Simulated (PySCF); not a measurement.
# Thiohydroxylamine (H3SN): electronic excitations and core binding energies

Wanted: the electronic excitations and core binding energies of Thiohydroxylamine (H3SN) (`NS`), by calculation.

Programs: PySCF 2.14.0, with density-fitted response routines of our own. Each step states its level of theory. These are calculated values for one molecule in the gas phase, unless marked as measured. Atoms count from 0, in the outputs and in this text.

## 1. Starting geometry

5 atoms, charge 0, multiplicity 1; geometry from: GFN2-xTB.

Bonds of the start (Å): N0–S1 1.72, N0–H2 1.01, N0–H3 1.01, S1–H4 1.34.

## 2. Excited states and response: CAM-B3LYP/def2-SVPD

Job settings and geometry (Å):

```
{"job": {"kind": "uv", "xc": "CAM-B3LYP", "basis": "def2-SVPD", "nstates": 8, "ntriplets": 3}, "charge": 0, "multiplicity": 1}
N     -0.528327     0.195771     0.131968
S      0.944122    -0.483745    -0.437980
H     -1.184099    -0.545922     0.354984
H     -0.934602     0.786594    -0.586134
H      1.711529     0.050154     0.519977
```

With the program's defaults for keys left out, this is: TDDFT CAM-B3LYP/def2-SVPD, vertical, gas phase, core orbitals frozen in the response.

The program printed:

```text
coarse grid: 4552 points
cycle   1  E = -454.4967813575  dE =  4.509e-02  |g| = 2.206e-01  |ddm| = 2.248e+00
cycle   2  E = -454.5075563074  dE = -1.077e-02  |g| = 1.466e-01  |ddm| = 7.049e-01
cycle   3  E = -454.5115835626  dE = -4.027e-03  |g| = 4.948e-02  |ddm| = 1.935e-01
cycle   4  E = -454.5121223071  dE = -5.387e-04  |g| = 8.522e-03  |ddm| = 5.727e-02
cycle   5  E = -454.5121470022  dE = -2.470e-05  |g| = 2.519e-03  |ddm| = 1.568e-02
cycle   6  E = -454.5121492015  dE = -2.199e-06  |g| = 5.134e-04  |ddm| = 4.851e-03
final grid: 38856 points
cycle   7  E = -454.5519342543  dE = -6.377e-06  |g| = 1.950e-03  |ddm| = 8.970e-03
cycle   8  E = -454.5519339717  dE =  2.825e-07  |g| = 2.376e-03  |ddm| = 4.459e-03
cycle   9  E = -454.5519351638  dE = -1.192e-06  |g| = 1.269e-04  |ddm| = 2.247e-03
cycle  10  E = -454.5519351706  dE = -6.816e-09  |g| = 6.936e-05  |ddm| = 3.059e-04
cycle  11  E = -454.5519351723  dE = -1.645e-09  |g| = 1.012e-05  |ddm| = 1.049e-04
cycle  12  E = -454.5519351723  dE = -8.015e-11  |g| = 3.228e-06  |ddm| = 2.830e-05
converged SCF energy = -454.5519351723

Static polarisability (au): isotropic 32.183, principal 29.211 29.843 37.494

Singlet excitations
state   eV       nm        f      main configurations
  1   5.1863    239.1   0.00208   H->L 0.86, H->L+4 0.08
  2   5.9786    207.4   0.02994   H-1->L 0.95
  3   6.3157    196.3   0.04558   H->L+1 0.97
  4   7.1297    173.9   0.02497   H-1->L+1 0.92
  5   7.1781    172.7   0.01567   H->L+2 0.62, H->L+4 0.27, H->L 0.09
  6   7.7697    159.6   0.03176   H->L+3 0.97
  7   7.8257    158.4   0.05940   H-1->L+2 0.59, H-1->L+4 0.34
  8   7.8681    157.6   0.00829   H->L+4 0.63, H->L+2 0.34

Triplet excitations (Tamm-Dancoff, eV): 4.6163 5.2553 5.8041
```

Wall time 2.2 s (1 thread, shared host).

Frontier orbitals and where they lie:

```tsv
orbital	eV	atoms
HOMO−3	-14.00	S1 38 %, N0 35 %, H4 17 %
HOMO−2	-12.78	S1 55 %, N0 30 %, H4 8 %
HOMO−1	-9.09	N0 58 %, S1 25 %, H4 7 %
HOMO	-8.51	S1 78 %, N0 11 %, H4 7 %
LUMO	0.56	S1 64 %, N0 12 %, H2 8 %
LUMO+1	1.27	S1 74 %, H4 17 %, N0 6 %
LUMO+2	2.10	S1 81 %, N0 6 %, H4 5 %
```

With each of the 8 states as a Gaussian band of 0.4 eV half-width at 1/e, the curve within the window shown has maxima at 200 nm (ε 2,600), 159 nm (ε 4,100) L/(mol cm). Beyond the last state computed it falls off for lack of states. The curve at chosen wavelengths:

```json
{"nm": "152", "ε (L/mol/cm)": "1827"}
{"nm": "157", "ε (L/mol/cm)": "3826"}
{"nm": "161", "ε (L/mol/cm)": "3991"}
{"nm": "166", "ε (L/mol/cm)": "2852"}
{"nm": "171", "ε (L/mol/cm)": "2136"}
{"nm": "176", "ε (L/mol/cm)": "1727"}
{"nm": "180", "ε (L/mol/cm)": "1358"}
{"nm": "185", "ε (L/mol/cm)": "1242"}
{"nm": "190", "ε (L/mol/cm)": "1709"}
{"nm": "194", "ε (L/mol/cm)": "2223"}
{"nm": "199", "ε (L/mol/cm)": "2584"}
{"nm": "204", "ε (L/mol/cm)": "2452"}
{"nm": "209", "ε (L/mol/cm)": "1960"}
{"nm": "213", "ε (L/mol/cm)": "1470"}
{"nm": "218", "ε (L/mol/cm)": "908"}
{"nm": "223", "ε (L/mol/cm)": "505"}
{"nm": "228", "ε (L/mol/cm)": "273"}
{"nm": "232", "ε (L/mol/cm)": "178"}
{"nm": "237", "ε (L/mol/cm)": "123"}
{"nm": "242", "ε (L/mol/cm)": "96"}
{"nm": "246", "ε (L/mol/cm)": "80"}
{"nm": "251", "ε (L/mol/cm)": "60"}
{"nm": "256", "ε (L/mol/cm)": "41"}
{"nm": "261", "ε (L/mol/cm)": "26"}
{"nm": "265", "ε (L/mol/cm)": "17"}
{"nm": "270", "ε (L/mol/cm)": "10"}
```

Ground-state properties from the same run:

```tsv
property	computed
dipole moment (D)	1.02
polarisability (Å³)	4.77
HOMO–LUMO gap (eV)	9.06
−ε(HOMO) (eV)	8.51
```

## 3. X-ray photoelectron lines: SCAN, X2C

Job settings and geometry (Å):

```
{"job": {"kind": "xps"}, "charge": 0, "multiplicity": 1}
N     -0.528327     0.195771     0.131968
S      0.944122    -0.483745    -0.437980
H     -1.184099    -0.545922     0.354984
H     -0.934602     0.786594    -0.586134
H      1.711529     0.050154     0.519977
```

Level: delta-SCF UKS SCAN, pcX-2 on the ionised atom, pcseg-1 elsewhere, spin-free X2C.

The program printed:

```text
ground state, core basis on atom 0 (N), 78 functions
  cycle   1  E = -455.69584618  |g| = 3.20e-01
  cycle   2  E = -455.66815189  |g| = 4.88e-01
  cycle   3  E = -455.71818237  |g| = 7.92e-02
  cycle   4  E = -455.71976801  |g| = 1.99e-02
  cycle   5  E = -455.71987922  |g| = 5.04e-03
  cycle   6  E = -455.71988430  |g| = 1.13e-03
  cycle   7  E = -455.71988560  |g| = 2.96e-04
  E(ground) = -455.73578601 Eh
hole in N 1s of atom 0
  cycle   1  E = -440.11044287  |g| = 1.85e+00
  cycle   2  E = -439.38086838  |g| = 2.11e+00
  cycle   3  E = -440.73384482  |g| = 4.23e-01
  cycle   4  E = -440.79292417  |g| = 1.27e-01
  cycle   5  E = -440.80172892  |g| = 2.60e-02
  cycle   6  E = -440.80219073  |g| = 4.22e-03
  cycle   7  E = -440.80220299  |g| = 1.64e-03
  cycle   8  E = -440.80220675  |g| = 7.51e-04
  cycle   9  E = -440.80220636  |g| = 2.95e-04
  E(ion) = -440.81937267 Eh   <S^2> = 0.7686   hole on atom = 1.000   binding energy = 405.896 eV
ground state, core basis on atom 1 (S), 89 functions
  cycle   1  E = -455.85630110  |g| = 4.07e-01
  cycle   2  E = -455.85590414  |g| = 6.17e-02
  cycle   3  E = -455.85429150  |g| = 1.02e-01
  cycle   4  E = -455.85671124  |g| = 7.13e-03
  cycle   5  E = -455.85671719  |g| = 1.70e-03
  cycle   6  E = -455.85671695  |g| = 1.87e-04
  E(ground) = -455.85847047 Eh
hole in S 1s of atom 1
  cycle   1  E = -363.60635504  |g| = 5.08e+00
  cycle   2  E = -363.73327101  |g| = 2.25e+00
  cycle   3  E = -364.09551869  |g| = 1.20e+00
  cycle   4  E = -364.69843650  |g| = 4.41e-01
  cycle   5  E = -364.78084292  |g| = 1.57e-01
  cycle   6  E = -364.79169300  |g| = 3.09e-02
  cycle   7  E = -364.79209453  |g| = 1.02e-02
  cycle   8  E = -364.79214662  |g| = 1.98e-03
  cycle   9  E = -364.79214869  |g| = 7.01e-04
  cycle  10  E = -364.79215132  |g| = 4.57e-04
  E(ion) = -364.78680442 Eh   <S^2> = 0.7522   hole on atom = 1.000   binding energy = 2478.186 eV
hole in S 2p of atom 1
  cycle   1  E = -449.16893977  |g| = 1.52e+00
  cycle   2  E = -448.97858245  |g| = 1.34e+00
  cycle   3  E = -449.43382700  |g| = 5.54e-01
  cycle   4  E = -449.57506682  |g| = 1.51e-01
  cycle   5  E = -449.58330490  |g| = 5.16e-02
  cycle   6  E = -449.58453145  |g| = 1.26e-02
  cycle   7  E = -449.58461084  |g| = 4.88e-03
  cycle   8  E = -449.58462500  |g| = 1.44e-03
  cycle   9  E = -449.58463040  |g| = 8.28e-04
  cycle  10  E = -449.58463145  |g| = 4.12e-04
  E(ion) = -449.59345251 Eh   <S^2> = 0.7533   hole on atom = 1.001   binding energy = 170.480 eV
  2p3/2 = 170.309 eV   2p1/2 = 171.583 eV
```

Run time: 3.7 s. Hardware: 1 thread, shared host.

The holes in one table. −ε is the ground-state orbital energy:

```tsv
hole	stands for	environment	ΔSCF (eV; 2p as the shell's mean)	−ε (eV)	⟨S²⟩
N1s on N0	N0	nitrogen bonded to S, 2 H	405.90	386.6	0.769
S1s on S1	S1	sulfur bonded to N, H	2478.19	2415.3	0.752
S2p on S1	S1	sulfur bonded to N, H	170.73	158.3	0.753
```

With the spin-orbit splitting: S1 2p3/2 170.31, 2p1/2 171.58 eV. The table gives each 2p level as the mean over the whole 2p shell (two parts 2p3/2, one part 2p1/2), which differs a little from the single hole in the log.

## 4. Summary of results

```
                                quantity                        value
    lowest singlet (CAM-B3LYP/def2-SVPD)  5.19 eV (239 nm), f = 0.002
brightest single state of those computed  state 7, 7.83 eV, f = 0.059
                          lowest triplet                      4.62 eV
        N1s binding energies, SCAN/pcX-2                 N0 405.90 eV
        S1s binding energies, SCAN/pcX-2                S1 2478.19 eV
        S2p binding energies, SCAN/pcX-2                 S1 170.73 eV
```

What this shows: The lowest singlet, at 5.19 eV, is HOMO→LUMO 0.86, HOMO→LUMO+4 0.08 and is weak; of the 8 states computed, the strongest absorption comes from state 7 at 7.83 eV. The lowest triplet lies 0.57 eV below the lowest singlet (triplets in Tamm-Dancoff, singlets in full TDDFT).
